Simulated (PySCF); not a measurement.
# HS−: NMR shifts at several levels of theory

How much do the NMR shifts of HS− (`[SH-]`) depend on the level of theory, and what does each level cost?

The runs use PySCF 2.14.0, with density-fitted response routines of our own; the level of theory stands in each step. All values are computed, except where a source is named. Atoms are numbered from 0 throughout.

## Step 1: The starting structure

2 atoms, charge -1, multiplicity 1; geometry from: GFN2-xTB.

Bonds of the start (Å): S0–H1 1.34.

## Step 2: Geometry optimisation at PBE0-D3(BJ)/def2-SVP

What the job is given:

```
{"job": {"xc": "PBE0", "basis": "def2-SVP", "d3": "d3bj", "grid": 1, "kind": "geom"}, "charge": -1, "multiplicity": 1}
S      0.000000     0.000000     0.000000
H      0.000000     0.000000     1.336730
```

Log:

```text
step   0  E = -398.52070971  max force = 0.011810
step   1  E = -398.52096445  max force = 0.000053
step   2  E = -398.52096446  max force = 0.000002
optimisation converged
```

Wall time 0.7 s (2 threads of Arm Neoverse V1, shared host).

The steps of the relaxation:

```csv
step,energy from step 0 (eV),largest force component (eV/Å)
0,0.0000,0.6073
1,-0.0069,0.0027
2,-0.0069,0.0001
```

The bond:

```csv
bond,before (Å),after (Å),change (Å)
S0–H1,1.337,1.360,+0.023
```

The final coordinates are the input of the step that follows.

```csv
at the end point,value
point group (found at 0.08 Å tolerance),C∞v
"rotational constants (GHz, main isotopes)","279.6, 279.6"
```

## Step 3: Shielding tensors: PBE0/pcSseg-2

What the job is given:

```
{"job": {"kind": "nmr", "xc": "PBE0", "basis": "pcSseg-2", "pop": false}, "charge": -1, "multiplicity": 1}
S      0.000000    -0.000000    -0.011657
H     -0.000000     0.000000     1.348387
```

Method: GIAO PBE0/pcSseg-2 NMR shielding, non-relativistic, gas phase.

Log:

```text
coarse grid: 2248 points
cycle   1  E = -398.6265440253  dE = -1.264e-01  |g| = 3.971e-01  |ddm| = 8.790e-01
cycle   2  E = -398.6189963273  dE =  7.548e-03  |g| = 5.044e-01  |ddm| = 1.271e+00
cycle   3  E = -398.6926608079  dE = -7.366e-02  |g| = 3.427e-02  |ddm| = 5.967e-01
cycle   4  E = -398.6929885067  dE = -3.277e-04  |g| = 3.978e-03  |ddm| = 3.697e-02
cycle   5  E = -398.6929920463  dE = -3.540e-06  |g| = 1.681e-03  |ddm| = 4.719e-03
final grid: 17120 points
cycle   6  E = -398.6974463552  dE = -7.765e-06  |g| = 4.458e-03  |ddm| = 1.188e-02
cycle   7  E = -398.6974462440  dE =  1.112e-07  |g| = 4.447e-03  |ddm| = 8.571e-03
cycle   8  E = -398.6974506015  dE = -4.358e-06  |g| = 2.069e-04  |ddm| = 4.547e-03
cycle   9  E = -398.6974506138  dE = -1.229e-08  |g| = 4.037e-05  |ddm| = 2.627e-04
cycle  10  E = -398.6974506142  dE = -3.726e-10  |g| = 6.242e-06  |ddm| = 3.490e-05
converged SCF energy = -398.6974506142

GIAO shielding tensors (ppm)
atom      isotropic    diamagn.    paramagn.     s11        s22        s33       span
  0 S      868.424    1058.554    -190.130    771.969    771.969   1061.336    289.367
  1 H       35.414      33.448       1.966     29.656     29.656     46.930     17.274
```

It took 0.5 s on 2 threads of Arm Neoverse V1, shared host.

The references, computed at this level on geometries of the same kind, shield at (ppm): ¹H TMS 31.25, ³³S CS2 503. Their shielding less the atom's gives the shift. The references are single molecules in the gas phase.

```csv
atoms,environment,σ (ppm),δ (ppm)
H1,hydrogen on a sulfur,35.41,-4.17
S0,sulfur bonded to H,868,-365
```

## Step 4: Shielding tensors: PBE/pcSseg-2

What the job is given:

```
{"job": {"kind": "nmr", "xc": "PBE", "basis": "pcSseg-2", "pop": false}, "charge": -1, "multiplicity": 1}
S      0.000000    -0.000000    -0.011657
H     -0.000000     0.000000     1.348387
```

With the program's defaults for keys left out, this is: GIAO PBE/pcSseg-2 NMR shielding, non-relativistic, gas phase.

Log:

```text
coarse grid: 2248 points
cycle   1  E = -398.5818709878  dE = -6.928e-02  |g| = 4.321e-01  |ddm| = 8.901e-01
cycle   2  E = -398.4756537275  dE =  1.062e-01  |g| = 7.635e-01  |ddm| = 1.686e+00
cycle   3  E = -398.6599000906  dE = -1.842e-01  |g| = 4.898e-02  |ddm| = 9.748e-01
cycle   4  E = -398.6606434508  dE = -7.434e-04  |g| = 1.075e-02  |ddm| = 6.098e-02
cycle   5  E = -398.6606742892  dE = -3.084e-05  |g| = 3.303e-03  |ddm| = 1.438e-02
cycle   6  E = -398.6606775328  dE = -3.244e-06  |g| = 2.130e-04  |ddm| = 3.685e-03
final grid: 17120 points
cycle   7  E = -398.6661924667  dE = -7.977e-06  |g| = 5.470e-03  |ddm| = 1.366e-02
cycle   8  E = -398.6661835979  dE =  8.869e-06  |g| = 7.899e-03  |ddm| = 1.426e-02
cycle   9  E = -398.6661991878  dE = -1.559e-05  |g| = 3.377e-04  |ddm| = 9.008e-03
cycle  10  E = -398.6661992256  dE = -3.776e-08  |g| = 9.223e-05  |ddm| = 5.023e-04
cycle  11  E = -398.6661992279  dE = -2.267e-09  |g| = 2.257e-05  |ddm| = 1.032e-04
cycle  12  E = -398.6661992280  dE = -1.629e-10  |g| = 2.932e-07  |ddm| = 2.609e-05
converged SCF energy = -398.6661992280

GIAO shielding tensors (ppm)
atom      isotropic    diamagn.    paramagn.     s11        s22        s33       span
  0 S      866.144    1058.676    -192.532    768.577    768.577   1061.280    292.703
  1 H       35.604      33.476       2.129     29.938     29.938     46.938     17.000
```

It took 0.6 s on 2 threads of Arm Neoverse V1, shared host.

This run: δ S0 -369, H1 -4.43 ppm.

## Step 5: NMR shieldings: wB97X-D/pcSseg-2

What the job is given:

```
{"job": {"kind": "nmr", "xc": "wB97X-D", "basis": "pcSseg-2", "pop": false}, "charge": -1, "multiplicity": 1}
S      0.000000    -0.000000    -0.011657
H     -0.000000     0.000000     1.348387
```

Level: GIAO wB97X-D/pcSseg-2 NMR shielding, non-relativistic, gas phase.

Log:

```text
coarse grid: 2248 points
cycle   1  E = -398.7658813015  dE = -2.015e-01  |g| = 4.126e-01  |ddm| = 8.627e-01
cycle   2  E = -398.8048900160  dE = -3.901e-02  |g| = 3.699e-01  |ddm| = 1.005e+00
cycle   3  E = -398.8345371768  dE = -2.965e-02  |g| = 3.678e-02  |ddm| = 3.473e-01
cycle   4  E = -398.8348473820  dE = -3.102e-04  |g| = 8.636e-03  |ddm| = 4.405e-02
cycle   5  E = -398.8348727974  dE = -2.542e-05  |g| = 8.681e-04  |ddm| = 2.147e-02
cycle   6  E = -398.8348730881  dE = -2.907e-07  |g| = 2.893e-04  |ddm| = 1.486e-03
final grid: 17120 points
cycle   7  E = -398.8397691900  dE = -2.101e-05  |g| = 3.361e-03  |ddm| = 1.152e-02
cycle   8  E = -398.8397698968  dE = -7.068e-07  |g| = 1.991e-03  |ddm| = 3.340e-03
cycle   9  E = -398.8397703797  dE = -4.829e-07  |g| = 1.310e-04  |ddm| = 1.569e-03
cycle  10  E = -398.8397703868  dE = -7.108e-09  |g| = 5.384e-05  |ddm| = 2.635e-04
cycle  11  E = -398.8397703877  dE = -8.511e-10  |g| = 6.587e-06  |ddm| = 7.596e-05
converged SCF energy = -398.8397703877

GIAO shielding tensors (ppm)
atom      isotropic    diamagn.    paramagn.     s11        s22        s33       span
  0 S      862.314    1058.751    -196.436    762.688    762.688   1061.567    298.879
  1 H       35.537      33.618       1.919     29.833     29.833     46.947     17.115
```

Wall time 0.5 s (2 threads of Arm Neoverse V1, shared host).

In short: δ S0 -362, H1 -4.18 ppm.

## Step 6: Nuclear shieldings: KT2/pcSseg-2

What the job is given:

```
{"job": {"kind": "nmr", "xc": "KT2", "basis": "pcSseg-2", "pop": false}, "charge": -1, "multiplicity": 1}
S      0.000000    -0.000000    -0.011657
H     -0.000000     0.000000     1.348387
```

Level: GIAO KT2/pcSseg-2 NMR shielding, non-relativistic, gas phase.

Log:

```text
coarse grid: 2248 points
cycle   1  E = -401.8374083675  dE = -5.658e-02  |g| = 4.919e-01  |ddm| = 8.805e-01
cycle   2  E = -401.7237803382  dE =  1.136e-01  |g| = 8.056e-01  |ddm| = 1.751e+00
cycle   3  E = -401.9257166614  dE = -2.019e-01  |g| = 2.243e-02  |ddm| = 1.063e+00
cycle   4  E = -401.9257964849  dE = -7.982e-05  |g| = 1.417e-02  |ddm| = 3.777e-02
cycle   5  E = -401.9258568039  dE = -6.032e-05  |g| = 1.977e-03  |ddm| = 1.724e-02
cycle   6  E = -401.9258579232  dE = -1.119e-06  |g| = 1.468e-04  |ddm| = 1.879e-03
final grid: 17120 points
cycle   7  E = -401.9439400892  dE = -4.904e-05  |g| = 8.738e-03  |ddm| = 1.102e-02
cycle   8  E = -401.9439349223  dE =  5.167e-06  |g| = 7.362e-03  |ddm| = 1.167e-02
cycle   9  E = -401.9439443648  dE = -9.443e-06  |g| = 2.150e-03  |ddm| = 9.920e-03
cycle  10  E = -401.9439458806  dE = -1.516e-06  |g| = 1.189e-04  |ddm| = 2.840e-03
cycle  11  E = -401.9439458842  dE = -3.599e-09  |g| = 5.816e-05  |ddm| = 1.923e-04
cycle  12  E = -401.9439458852  dE = -1.008e-09  |g| = 1.591e-06  |ddm| = 6.059e-05
cycle  13  E = -401.9439458852  dE = -1.648e-12  |g| = 2.243e-07  |ddm| = 2.262e-06
converged SCF energy = -401.9439458852

GIAO shielding tensors (ppm)
atom      isotropic    diamagn.    paramagn.     s11        s22        s33       span
  0 S      875.820    1060.818    -184.997    782.017    782.017   1063.427    281.410
  1 H       35.612      33.592       2.020     29.911     29.911     47.015     17.104
```

It took 0.6 s on 2 threads of Arm Neoverse V1, shared host.

This run: δ S0 -351, H1 -4.44 ppm.

## Step 7: Nuclear shieldings: HF/pcSseg-2

What the job is given:

```
{"job": {"kind": "nmr", "xc": "HF", "basis": "pcSseg-2", "pop": false}, "charge": -1, "multiplicity": 1}
S      0.000000    -0.000000    -0.011657
H     -0.000000     0.000000     1.348387
```

Level: GIAO HF/pcSseg-2 NMR shielding, non-relativistic, gas phase.

Log:

```text
final grid: 17120 points
cycle   1  E = -398.0927264372  dE = -2.561e-01  |g| = 3.299e-01  |ddm| = 8.619e-01
cycle   2  E = -398.1324463574  dE = -3.972e-02  |g| = 1.666e-01  |ddm| = 7.154e-01
cycle   3  E = -398.1383891968  dE = -5.943e-03  |g| = 1.998e-02  |ddm| = 1.559e-01
cycle   4  E = -398.1385619924  dE = -1.728e-04  |g| = 6.387e-03  |ddm| = 2.426e-02
cycle   5  E = -398.1385923103  dE = -3.032e-05  |g| = 1.161e-03  |ddm| = 1.405e-02
cycle   6  E = -398.1385934107  dE = -1.100e-06  |g| = 1.958e-04  |ddm| = 3.172e-03
cycle   7  E = -398.1385934388  dE = -2.805e-08  |g| = 5.538e-05  |ddm| = 6.446e-04
cycle   8  E = -398.1385934402  dE = -1.355e-09  |g| = 1.051e-05  |ddm| = 1.124e-04
cycle   9  E = -398.1385934402  dE = -9.067e-11  |g| = 1.728e-06  |ddm| = 2.750e-05
converged SCF energy = -398.1385934402

GIAO shielding tensors (ppm)
atom      isotropic    diamagn.    paramagn.     s11        s22        s33       span
  0 S      862.731    1057.501    -194.770    763.563    763.563   1061.068    297.506
  1 H       35.423      33.849       1.574     29.555     29.555     47.159     17.604
```

Run time: 0.2 s. Hardware: 2 threads of Arm Neoverse V1, shared host.

In short: δ S0 -341, H1 -3.74 ppm.

## Step 8: Side by side: NMR shifts

Shifts (ppm), with basis size and wall time:

```csv
run,H1,S0,functions,time
PBE0/pcSseg-2,-4.17,-365,57,0.5 s
PBE/pcSseg-2,-4.43,-369,57,0.6 s
wB97X-D/pcSseg-2,-4.18,-362,57,0.5 s
KT2/pcSseg-2,-4.44,-351,57,0.6 s
HF/pcSseg-2,-3.74,-341,57,0.2 s
```

## Step 9: Outcome

```
                              quantity               value
                           point group                 C∞v
  rotational constants (main isotopes)  279.64, 279.64 GHz
 ¹H shifts against TMS (PBE0/pcSseg-2)           -4.17 ppm
³³S shifts against CS2 (PBE0/pcSseg-2)            -365 ppm
              range of the shift of S0    -369 to -341 ppm
```

Single values in the summary come from the first run of each kind that ended normally (PBE0/pcSseg-2), which need not be the best level. The optimisation took 2 steps and gained 0.007 eV; among the close pairs (by a distance rule), S0–H1 changed most, from 1.337 to 1.360 Å. At PBE0/pcSseg-2: Shielding is most anisotropic at S0 (span 289 ppm, paramagnetic term -190 ppm). Across the 5 runs the shift of S0 moves most, between -369 (PBE/pcSseg-2) and -341 ppm (HF/pcSseg-2). Most of that comes from the computed reference, not from the atom's own shielding. At PBE0/pcSseg-2 the HOMO lies above zero (+0.34 eV), as often for anions in the gas phase: self-interaction error lifts it, or the electron is held by the finite basis alone; counter-ions and solvent are missing.
